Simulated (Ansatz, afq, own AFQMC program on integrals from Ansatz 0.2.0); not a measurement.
# H3O (doublet): quantum Monte Carlo beside coupled cluster at distance O1–H3 along a hydrogen transfer = 1.186 Å, cc-pVTZ

Aim: compute H3O (doublet) with auxiliary-field quantum Monte Carlo on the same integrals as coupled cluster, and set the energies side by side.

Program: Ansatz 0.2.0, Gaussian basis, and an in-house AFQMC program (afq) on its integrals; all values are calculated. Level of theory: cc-pVTZ, frozen cores. These are calculated values, not measurements.

To be run: PBE (unrestricted); r2SCAN (unrestricted); PBE0 (unrestricted); B3LYP (unrestricted); CCSD(T) on UHF; wB97M-V (unrestricted); B2PLYP (unrestricted); CCSDT(Q) on UHF; Phaseless AFQMC, CISD trial on UHF; Phaseless AFQMC, single-determinant trial on UHF.

**1. The geometry**

The geometry derives from fragments relaxed apart (PBE0/def2-TZVP) and kept rigid, so it is no stationary point. A hydrogen atom is moved between rigid fragments.

4 atoms, charge 0, spin multiplicity 2.

Atoms are counted from 1 here; the program's logs count them from 0.

Bond lengths: O1–H2 0.960 Å, O1–H3 1.186 Å, H3–H4 0.745 Å. Angles: H2–O1–H3 105.1°, O1–H3–H4 180.0°.

Geometry (Å):

```xyz
4
H3O
O    -0.15194   -0.04909    0.00000
H    -0.40125    0.87748    0.00000
H     1.03406   -0.04909    0.00000
H     1.77906   -0.04909    0.00000
```

**2. PBE (unrestricted)**

Input file in.yaml:

```yaml
crystal:
  periodic: [false, false, false]
  atoms:
    - {symbol: O, position_ang: [-0.151944, -0.049094, 0.000000]}
    - {symbol: H, position_ang: [-0.401253, 0.877481, 0.000000]}
    - {symbol: H, position_ang: [1.034056, -0.049094, 0.000000]}
    - {symbol: H, position_ang: [1.779056, -0.049094, 0.000000]}
basis:
  gaussian: {orbitals: cc-pVTZ}
magnetization: {spin_polarized: true, initial_magnetization: 1}
hamiltonian: {xc: {name: PBE}}
output: {orbitals: {seedname: orbitals}}
```

Command:

```bash
$ ansatz run in.yaml --threads 1 --pin off --events-out ev --progress --plain --max-ram 8192MiB --backend cpu
```

Output:

```text
Functional definition: PBE
  name "PBE"
  cite "Perdew, Burke & Ernzerhof, Phys. Rev. Lett. 77, 3865 (1996) doi:10.1103/PhysRevLett.77.3865"
  parent pbe
  parameter kappa = 0.804
  parameter beta = 0.06672455060314922
  exchange = pbe_x(kappa = kappa, mu = beta*pi^2/3)
  correlation = pbe_c(beta = beta)
347 factors; their error is unknown
mean field evaluation 1: about -2087.4754 eV, gradient 3.3e1 eV
mean field evaluation 2: about -2070.3331 eV, gradient 6.9e1 eV
mean field evaluation 4: about -2090.8501 eV, gradient 5.7e0 eV
mean field evaluation 8: about -2091.0101 eV, gradient 1.7e-1 eV
mean field evaluation 16: about -2091.0101 eV, gradient 1.5e-5 eV
mean field -2091.01013804 eV, -76.8432052355 hartree, gradient 1.5e-5 eV, S^2 0.753524; 3 other end points of the search recorded, 0 dependent functions left out
reference -2091.01016344 eV, -76.8432061690 hartree; 6, 5 occupied and 66, 67 virtual orbitals, 347 factors
Total energy: -2091.01016344 eV, -76.8432061690 hartree
```

Run time: 1.2 s. Hardware: 1 thread of AMD EPYC 7R13 (Zen 3), shared host; peak memory 1.7 GiB.

From the report: ⟨S²⟩ of the determinant 0.754 (pure doublet: 0.75).

**3. r2SCAN (unrestricted)**

Changes to in.yaml since step 2:

```diff
@@ -10,3 +10,2 @@
 magnetization: {spin_polarized: true, initial_magnetization: 1}
-hamiltonian: {xc: {name: PBE}}
-output: {orbitals: {seedname: orbitals}}
+hamiltonian: {xc: {name: r2SCAN}}
```

Launched as before.

Output:

```text
Functional definition: r2SCAN
  name "r2SCAN"
  cite "Furness, Kaplan, Ning, Perdew & Sun, J. Phys. Chem. Lett. 11, 8208 (2020) doi:10.1021/acs.jpclett.0c02405"
  cite "Furness, Kaplan, Ning, Perdew & Sun, J. Phys. Chem. Lett. 11, 9248 (2020) doi:10.1021/acs.jpclett.0c03077"
  parent r2scan
  parameter k0 = 0.174
  parameter k1 = 0.065
  parameter a1 = 4.9479
  exchange = r2scan_x(k0 = k0, k1 = k1, a1 = a1)
  correlation = r2scan_c
347 factors; their error is unknown
mean field evaluation 1: about -2089.2024 eV, gradient 3.1e1 eV
mean field evaluation 2: about -2082.0577 eV, gradient 5.3e1 eV
mean field evaluation 4: about -2092.2752 eV, gradient 1.7e0 eV
mean field evaluation 8: about -2092.2829 eV, gradient 2.2e-2 eV
mean field -2092.28287399 eV, -76.8899774190 hartree, gradient 8.4e-5 eV, S^2 0.757349; 0 other end points of the search recorded, 0 dependent functions left out
reference -2092.28288216 eV, -76.8899777193 hartree; 6, 5 occupied and 66, 67 virtual orbitals, 347 factors
Total energy: -2092.28288216 eV, -76.8899777193 hartree
```

Run time: 1.1 s. Hardware: 1 thread of AMD EPYC 7R13 (Zen 3), shared host; peak memory 1.7 GiB.

From the report: ⟨S²⟩ of the determinant 0.757 (pure doublet: 0.75).

**4. PBE0 (unrestricted)**

Changes to in.yaml since step 3:

```diff
@@ -10,2 +10,3 @@
 magnetization: {spin_polarized: true, initial_magnetization: 1}
-hamiltonian: {xc: {name: r2SCAN}}
+hamiltonian: {xc: {name: PBE0}}
+output: {orbitals: {seedname: orbitals}}
```

The command is unchanged.

Output:

```text
Functional definition: PBE0
  name "PBE0"
  cite "Adamo & Barone, J. Chem. Phys. 110, 6158 (1999) doi:10.1063/1.478522"
  cite "Perdew, Burke & Ernzerhof, Phys. Rev. Lett. 77, 3865 (1996) doi:10.1103/PhysRevLett.77.3865"
  parent pbe
  parameter a = 0.25
  parameter kappa = 0.804
  parameter beta = 0.06672455060314922
  exchange = (1 - a)*pbe_x(kappa = kappa, mu = beta*pi^2/3) + a*exact_x
  correlation = pbe_c(beta = beta)
347 factors; their error is unknown
mean field evaluation 1: about -2088.3182 eV, gradient 2.8e1 eV
mean field evaluation 2: about -2084.6259 eV, gradient 4.3e1 eV
mean field evaluation 4: about -2090.9468 eV, gradient 7.3e-1 eV
mean field evaluation 8: about -2090.9471 eV, gradient 1.5e-1 eV
mean field evaluation 16: about -2090.9471 eV, gradient 1.4e-5 eV
mean field -2090.94712880 eV, -76.8408896884 hartree, gradient 1.4e-5 eV, S^2 0.757533; 0 other end points of the search recorded, 0 dependent functions left out
reference -2090.94714826 eV, -76.8408904038 hartree; 6, 5 occupied and 66, 67 virtual orbitals, 347 factors
Total energy: -2090.94714826 eV, -76.8408904038 hartree
```

Run time: 0.73 s. Hardware: 1 thread of AMD EPYC 7R13 (Zen 3), shared host; peak memory 1.7 GiB.

From the report: ⟨S²⟩ of the determinant 0.758 (pure doublet: 0.75).

**5. B3LYP (unrestricted)**

Changes to in.yaml since step 4:

```diff
@@ -10,3 +10,2 @@
 magnetization: {spin_polarized: true, initial_magnetization: 1}
-hamiltonian: {xc: {name: PBE0}}
-output: {orbitals: {seedname: orbitals}}
+hamiltonian: {xc: {name: B3LYP}}
```

Launched as before.

Output, cut to the lines that bear on the results:

```text
Functional definition: B3LYP
  name "B3LYP"
  cite "Stephens, Devlin, Chabalowski & Frisch, J. Phys. Chem. 98, 11623 (1994) doi:10.1021/j100096a001"
  cite "Becke, Phys. Rev. A 38, 3098 (1988) doi:10.1103/PhysRevA.38.3098"
  cite "Lee, Yang & Parr, Phys. Rev. B 37, 785 (1988) doi:10.1103/PhysRevB.37.785"
  cite "Vosko, Wilk & Nusair, Can. J. Phys. 58, 1200 (1980) doi:10.1139/p80-159"
[...]
347 factors; their error is unknown
[...]
mean field -2093.46482060 eV, -76.9334131555 hartree, gradient 9.4e-6 eV, S^2 0.756070; 0 other end points of the search recorded, 0 dependent functions left out
reference -2093.46498057 eV, -76.9334190346 hartree; 6, 5 occupied and 66, 67 virtual orbitals, 347 factors
Total energy: -2093.46498057 eV, -76.9334190346 hartree
```

Wall time 0.7 s (1 thread of AMD EPYC 7R13 (Zen 3), shared host); peak memory 1.7 GiB.

From the report: ⟨S²⟩ of the determinant 0.756 (pure doublet: 0.75).

**6. CCSD(T) on UHF**

Changes to in.yaml since step 5:

```diff
@@ -10,2 +10,2 @@
 magnetization: {spin_polarized: true, initial_magnetization: 1}
-hamiltonian: {xc: {name: B3LYP}}
+correlation: {method: ccsd_t, electrons: outside_noble_gas, hamiltonian_folder: ham}
```

Command:

```bash
$ ansatz run in.yaml --threads 1 --pin off --events-out ev --progress --plain --max-ram 24576MiB --backend cuda --devices 0, --max-vram 18GiB
```

Output, cut to the lines that bear on the results:

```text
Functional definition: HF
  name "HF"
  cite "Fock, Z. Phys. 61, 126 (1930) doi:10.1007/BF01340294"
  parent pbe
[...]
408 factors; integrals over basis functions are off by at most 1.4e-3 eV
[...]
mean field -2081.80903999 eV, -76.5050711187 hartree, gradient 8.6e-6 eV, S^2 0.779709; 4 other end points of the search recorded, 0 dependent functions left out
determinant -2081.80903999 eV, -76.5050711187 hartree, with singles and doubles -2089.40873511 eV, -76.7843547631 hartree
determinant -2080.51169038 eV, -76.4573943999 hartree, with singles and doubles -2087.67502073 eV, -76.7206419348 hartree
1 core orbitals not correlated: weight in the atoms' cores, before any rotation towards them, 1.000 or more for the frozen orbitals, at most 0.000 for the correlated occupied ones
reference -2081.80903999 eV, -76.5050711187 hartree; 5, 4 occupied and 66, 67 virtual orbitals, 408 factors
second order -7.05678806 eV of doubles, -0.00000000 eV of singles
cycle   1  -7.52190182 eV  change   -7.3e-1 eV  update   1.6e-2
[...]
cycle  10  -7.54635347 eV  change   -2.7e-6 eV  update   5.2e-6
perturbative correction -0.21631724 eV, -0.0079495119 hartree
Total energy: -2089.57171070 eV, -76.7903440057 hartree
```

It took 4.5 s on 1 × NVIDIA H100 80GB HBM3 with 1 thread of AMD EPYC 7R13 (Zen 3), shared host; peak host memory 1.7 GiB.

From the report: ⟨S²⟩ of the determinant 0.780 (pure doublet: 0.75); correlation -7.7627 eV; T1 0.023; largest double amplitude 0.05.

This run also writes the integrals to the folder ham.

**7. wB97M-V (unrestricted)**

Changes to in.yaml since step 6:

```diff
@@ -10,2 +10,3 @@
 magnetization: {spin_polarized: true, initial_magnetization: 1}
-correlation: {method: ccsd_t, electrons: outside_noble_gas, hamiltonian_folder: ham}
+hamiltonian: {xc: {name: wB97M-V}}
+output: {orbitals: {seedname: orbitals}}
```

Command:

```bash
$ ansatz run in.yaml --threads 1 --pin off --events-out ev --progress --plain --max-ram 8192MiB --backend cpu
```

Output, cut to the lines that bear on the results:

```text
Functional definition: wB97M-V
  name "wB97M-V"
  cite "Mardirossian & Head-Gordon, J. Chem. Phys. 144, 214110 (2016) doi:10.1063/1.4952647"
  cite "Becke, J. Chem. Phys. 107, 8554 (1997) doi:10.1063/1.475007"
  cite "Vydrov & Van Voorhis, J. Chem. Phys. 133, 244103 (2010) doi:10.1063/1.3521275"
  # Of w^i u^j: cxij and so on, Table III.
[...]
  gx(w, u) = 1 - cx + cx01*u + cx10*w
  gss(w, u) = css00 + css04*u^4 + css10*w + css20*w^2 + css43*w^4*u^3
  gos(w, u) = cos00 + cos10*w + (cos20 + cos21*u)*w^2 + (cos60 + cos61*u)*w^6
[...]
      + integral(e_c_pw_mod_opposite_spin*gos(b97_w_opposite, b97_u_opposite)) + vv10(b, c)
347 factors; their error is unknown
90 factors; integrals over basis functions are off by at most 2.2e-5 eV
[...]
mean field -2092.08747179 eV, -76.8827965204 hartree, gradient 3.9e-5 eV, S^2 0.755768; 0 other end points of the search recorded, 0 dependent functions left out
reference -2092.08749906 eV, -76.8827975225 hartree; 6, 5 occupied and 66, 67 virtual orbitals, 347 factors
Total energy: -2092.08749906 eV, -76.8827975225 hartree
```

Wall time 2.1 s (1 thread of AMD EPYC 7R13 (Zen 3), shared host); peak memory 1.7 GiB.

From the report: ⟨S²⟩ of the determinant 0.756 (pure doublet: 0.75).

**8. B2PLYP (unrestricted)**

Changes to in.yaml since step 7:

```diff
@@ -10,3 +10,3 @@
 magnetization: {spin_polarized: true, initial_magnetization: 1}
-hamiltonian: {xc: {name: wB97M-V}}
-output: {orbitals: {seedname: orbitals}}
+hamiltonian: {xc: {name: B2PLYP}}
+correlation: {electrons: outside_noble_gas}
```

Launched as before.

Output, cut to the lines that bear on the results:

```text
Functional definition: B2PLYP
  name "B2PLYP"
  cite "Grimme, J. Chem. Phys. 124, 034108 (2006) doi:10.1063/1.2148954"
  cite "Becke, Phys. Rev. A 38, 3098 (1988) doi:10.1103/PhysRevA.38.3098"
  cite "Lee, Yang & Parr, Phys. Rev. B 37, 785 (1988) doi:10.1103/PhysRevB.37.785"
[...]
408 factors; integrals over basis functions are off by at most 1.4e-3 eV
[...]
mean field -2089.41111649 eV, -76.7844422772 hartree, gradient 2.7e-6 eV, S^2 0.763869; 0 other end points of the search recorded, 0 dependent functions left out
1 core orbitals not correlated: weight in the atoms' cores, before any rotation towards them, 1.000 or more for the frozen orbitals, at most 0.000 for the correlated occupied ones
reference -2089.41121822 eV, -76.7844460158 hartree; 5, 4 occupied and 66, 67 virtual orbitals, 408 factors
second order -8.59334126 eV of doubles, -0.00000000 eV of singles
Total energy: -2091.73142036 eV, -76.8697118718 hartree
```

Run time: 0.91 s. Hardware: 1 thread of AMD EPYC 7R13 (Zen 3), shared host; peak memory 1.7 GiB.

From the report: ⟨S²⟩ of the determinant 0.764 (pure doublet: 0.75).

**9. CCSDT(Q) on UHF**

Changes to in.yaml since step 8:

```diff
@@ -10,3 +10,2 @@
 magnetization: {spin_polarized: true, initial_magnetization: 1}
-hamiltonian: {xc: {name: B2PLYP}}
-correlation: {electrons: outside_noble_gas}
+correlation: {method: ccsdt_q, electrons: outside_noble_gas}
```

Command:

```bash
$ ansatz run in.yaml --threads 1 --pin off --events-out ev --progress --plain --max-ram 24576MiB --backend cuda --devices 0, --max-vram 18GiB
```

Output, cut to the lines that bear on the results:

```text
Functional definition: HF
  name "HF"
  cite "Fock, Z. Phys. 61, 126 (1930) doi:10.1007/BF01340294"
  parent pbe
[...]
870 factors; integrals over basis functions are off by at most 2.5e-7 eV
[...]
mean field -2081.80904628 eV, -76.5050713500 hartree, gradient 8.2e-6 eV, S^2 0.779709; 4 other end points of the search recorded, 0 dependent functions left out
determinant -2081.80904628 eV, -76.5050713500 hartree, with singles and doubles -2089.40876136 eV, -76.7843557278 hartree
determinant -2080.51169470 eV, -76.4573945587 hartree, with singles and doubles -2087.67504117 eV, -76.7206426860 hartree
1 core orbitals not correlated: weight in the atoms' cores, before any rotation towards them, 1.000 or more for the frozen orbitals, at most 0.000 for the correlated occupied ones
reference -2081.80904628 eV, -76.5050713500 hartree; 5, 4 occupied and 66, 67 virtual orbitals, 870 factors
second order -7.05680964 eV of doubles, -0.00000000 eV of singles
cycle   1  -7.27160426 eV  change   -2.1e-1 eV  update   6.7e-2
[...]
cycle  16  -7.77330064 eV  change   -1.3e-7 eV  update   7.7e-7
perturbative correction -0.01046689 eV, -0.0003846512 hartree
Total energy: -2089.59281381 eV, -76.7911195308 hartree
```

Wall time 8 s (1 × NVIDIA H100 80GB HBM3 with 1 thread of AMD EPYC 7R13 (Zen 3), shared host); peak host memory 1.7 GiB.

From the report: ⟨S²⟩ of the determinant 0.780 (pure doublet: 0.75); correlation -7.7838 eV; T1 0.023; largest double amplitude 0.05.

**10. Phaseless AFQMC, CISD trial on UHF**

It reads the integrals that the CCSD(T) run on this determinant wrote.

Command:

```bash
$ afq ham --method phaseless --trial cisd --walkers 3100 --populations 20 --least-time 60 --time-step 0.005 --steps-per-block 50 --equilibration-blocks 28 --max-blocks 4000 --target-error 0.00018 --factor-cut 1e-05 --start spin_pure --seed 6810 --release-times 0.24,0.51,0.99,1.62,2.4 --release-step 0.03 --release-every 3 --taylor-order 6
```

Output:

```text
orbitals 71  electrons 5 4  factors 408 of 408
reference energy -76.50507112 Eh
CCSD correlation -0.27732337 Eh in 13 cycles, weight of the determinant in the CISD state 0.9193
energy of the start -76.781265 Eh
 block  time / (1/Eh)  mean weight  energy / Eh
     1     0.250  0.9999  -76.782601
     2     0.500  1.0003  -76.785588
     3     0.750  0.9996  -76.788508
     4     1.000  0.9997  -76.788855
     5     1.250  1.0001  -76.789021
     6     1.500  0.9998  -76.789450
     7     1.750  1.0003  -76.790625
     8     2.000  0.9998  -76.791208
     9     2.250  0.9998  -76.790178
    10     2.500  0.9997  -76.790886
    11     2.750  1.0004  -76.791150
    12     3.000  1.0001  -76.790366
    13     3.250  1.0004  -76.790132
    14     3.500  0.9997  -76.790433
    15     3.750  0.9997  -76.789621
    16     4.000  1.0000  -76.790255
    17     4.250  1.0004  -76.790943
    18     4.500  0.9998  -76.790789
    19     4.750  0.9999  -76.790754
    20     5.000  0.9999  -76.791987
    21     5.250  0.9998  -76.791305
    22     5.500  1.0003  -76.791728
    23     5.750  0.9998  -76.790484
    24     6.000  1.0002  -76.790511
    25     6.250  1.0001  -76.790555
    26     6.500  0.9998  -76.790981
    27     6.750  0.9999  -76.791423
    28     7.000  0.9998  -76.791229
    29     7.250  0.9991  -76.790542
    30     7.500  0.9997  -76.790700
    31     7.750  0.9997  -76.791161
    32     8.000  1.0000  -76.791092
    33     8.250  1.0001  -76.790724
    34     8.500  0.9994  -76.791105
    35     8.750  1.0000  -76.792154
    36     9.000  1.0000  -76.790096
    37     9.250  1.0003  -76.790022
    38     9.500  1.0000  -76.791096
    39     9.750  0.9999  -76.792138
    40    10.000  0.9997  -76.790496
    41    10.250  1.0001  -76.790914
    42    10.500  1.0000  -76.791127
    43    10.750  1.0001  -76.790761
    44    11.000  0.9997  -76.790608
    45    11.250  0.9996  -76.792074
    46    11.500  0.9999  -76.791156
    47    11.750  1.0000  -76.791707
    48    12.000  1.0000  -76.791435
    49    12.250  1.0001  -76.790215
    50    12.500  1.0003  -76.790102
    51    12.750  1.0003  -76.790862
    52    13.000  1.0001  -76.791257
    53    13.250  0.9998  -76.791139
    54    13.500  0.9997  -76.791319
    55    13.750  1.0002  -76.790716
    56    14.000  0.9999  -76.790733
    57    14.250  0.9998  -76.790667
    58    14.500  1.0006  -76.790269
    59    14.750  1.0000  -76.790157
    60    15.000  0.9994  -76.789898
    61    15.250  0.9998  -76.789644
    62    15.500  0.9993  -76.789660
    63    15.750  1.0004  -76.790146
    64    16.000  0.9998  -76.791305
    65    16.250  0.9998  -76.791376
    66    16.500  0.9996  -76.792164
    67    16.750  1.0002  -76.790726
    68    17.000  1.0003  -76.791286
    69    17.250  1.0000  -76.791134
    70    17.500  0.9999  -76.790501
    71    17.750  0.9997  -76.790336
    72    18.000  0.9999  -76.791614
    73    18.250  1.0004  -76.790162
    74    18.500  1.0000  -76.789604
    75    18.750  0.9999  -76.790398
    76    19.000  1.0001  -76.790666
    77    19.250  0.9999  -76.790952
    78    19.500  0.9992  -76.790719
error from the spread of 20 populations
released: time / (1/Eh)  energy / Eh  error  mean overlap
  0.24  -76.791548  0.000695  0.9959
  0.51  -76.790938  0.000116  0.9914
  0.99  -76.791150  0.000094  0.9826
  1.62  -76.790939  0.000147  0.9775
  2.40  -76.794172  0.003310  0.9682
energy -76.790817 +/- 0.000152 Eh
```

Wall time 79 s (1 × NVIDIA H100 80GB HBM3 with 2 threads of AMD EPYC 7R13 (Zen 3), shared host); peak host memory 1.7 GiB.

Energy -2089.5846 ± 0.0041 eV. Caveats: constraint bias not in the error.

**11. Phaseless AFQMC, single-determinant trial on UHF**

It reads the integrals that the CCSD(T) run on this determinant wrote.

Command:

```bash
$ afq ham --method phaseless --trial hf --walkers 3100 --populations 20 --least-time 40 --time-step 0.005 --steps-per-block 20 --equilibration-blocks 112 --max-blocks 4000 --target-error 0.0009000000000000001 --factor-cut 1e-05 --start spin_pure --seed 2080 --taylor-order 6
```

Output:

```text
orbitals 71  electrons 5 4  factors 408 of 408
reference energy -76.50507112 Eh
CCSD correlation -0.27732337 Eh in 13 cycles, weight of the determinant in the CISD state 0.9193
energy of the start -76.505935 Eh
 block  time / (1/Eh)  mean weight  energy / Eh
     1     0.100  1.0020  -76.614441
     2     0.200  1.0025  -76.676493
     3     0.300  1.0020  -76.709992
     4     0.400  1.0020  -76.727469
     5     0.500  1.0013  -76.741925
     6     0.600  1.0011  -76.755113
     7     0.700  1.0015  -76.765239
     8     0.800  1.0009  -76.769736
     9     0.900  1.0003  -76.772715
    10     1.000  1.0005  -76.781634
    13     1.300  0.9998  -76.784960
    19     1.900  0.9998  -76.786602
    25     2.500  1.0000  -76.784278
    31     3.100  0.9998  -76.792626
    37     3.700  0.9997  -76.787726
    43     4.300  0.9997  -76.788772
    49     4.900  0.9997  -76.791274
    55     5.500  0.9999  -76.786527
    61     6.100  0.9995  -76.791070
    67     6.700  1.0010  -76.785916
    73     7.300  1.0003  -76.785950
    79     7.900  1.0002  -76.793728
    85     8.500  0.9998  -76.782650
    91     9.100  1.0001  -76.791672
    97     9.700  0.9999  -76.796590
   103    10.300  0.9997  -76.789415
   109    10.900  1.0005  -76.787206
   115    11.500  1.0000  -76.789379
   121    12.100  0.9991  -76.792551
   127    12.700  1.0001  -76.787211
   133    13.300  0.9992  -76.784517
   139    13.900  1.0002  -76.787955
   145    14.500  0.9999  -76.783674
   151    15.100  1.0001  -76.786257
   157    15.700  0.9999  -76.795812
   163    16.300  1.0001  -76.795024
   169    16.900  1.0008  -76.795086
   175    17.500  1.0000  -76.785662
   181    18.100  0.9998  -76.786359
   187    18.700  1.0000  -76.792699
   193    19.300  1.0003  -76.792172
   199    19.900  1.0000  -76.793457
   205    20.500  0.9995  -76.799982
   211    21.100  1.0001  -76.788225
   217    21.700  0.9999  -76.790300
   223    22.300  1.0000  -76.793753
   229    22.900  0.9997  -76.785811
   235    23.500  1.0005  -76.793720
   241    24.100  0.9996  -76.792490
   247    24.700  0.9992  -76.783439
   253    25.300  0.9998  -76.787147
   259    25.900  0.9995  -76.781094
   265    26.500  1.0004  -76.787491
   271    27.100  1.0003  -76.796004
error from the spread of 20 populations
energy -76.789726 +/- 0.000810 Eh
```

Run time: 41 s. Hardware: 1 × NVIDIA H100 80GB HBM3 with 2 threads of AMD EPYC 7R13 (Zen 3), shared host; peak host memory 1.7 GiB.

Energy -2089.5549 ± 0.0220 eV. Caveats: constraint bias not in the error.

**12. All levels side by side**

On the UHF determinant, counted from CCSDT(Q) (a yardstick, not exact):

```csv
level,energy (eV),from CCSDT(Q) (kcal/mol),statistical error (kcal/mol),time
HF,-2081.8090,+179.50,,
MP2,-2088.8658,+16.76,,
CCSD,-2089.3554,+5.48,,
CCSD(T),-2089.5717,+0.49,,
CCSDT(Q),-2089.5928,0.00,,
"Phaseless AFQMC, CISD trial, step 0.005, 3100 walkers",-2089.5846,+0.19,0.10,79 s
"Phaseless AFQMC, single-determinant trial, step 0.005, 3100 walkers",-2089.5549,+0.87,0.51,41 s
```

The functionals' totals stand on their own zeros and serve differences with other points: PBE -2091.010 eV; r2SCAN -2092.283 eV; PBE0 -2090.947 eV; B3LYP -2093.465 eV; wB97M-V -2092.087 eV; B2PLYP -2091.731 eV.

**13. Summary of results**

```
                                                      quantity                  value
                                  CCSD(T) on UHF from CCSDT(Q)         +0.49 kcal/mol
              Phaseless AFQMC, CISD trial on UHF from CCSDT(Q)  +0.19 ± 0.10 kcal/mol
Phaseless AFQMC, single-determinant trial on UHF from CCSDT(Q)  +0.87 ± 0.51 kcal/mol
```

On UHF the phaseless walk with the CISD trial lies +0.19 kcal/mol from CCSDT(Q), within three error bars. Error bars are statistical and leave out the constraint, the time step and what remains of the start.
